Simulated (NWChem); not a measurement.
Molecule: propane (C3H8); SMILES CCC

Computed with NWChem. The geometry was optimised at PBE0/def2-SVP. Level r2SCAN/def2-SVP: energy and gradient on several grids; changes count from the extra-fine grid, which is no exact limit either.

Which is the coarsest grid (medium; coarse; xfine; fine; xcoarse) from which on the energy stays within 500 μHa and each gradient component within 500 μHa/bohr of xfine?

coarse.
```tsv
grid	size of the energy change (μHa)	largest change of a gradient component (μHa/bohr)	time, medium = 1 (rough)
xcoarse	5000	900	about 1
coarse	< 10	200	about 1
medium	200	60	about 1
fine	10	< 30	about 1
xfine	< 10	< 30	3
```
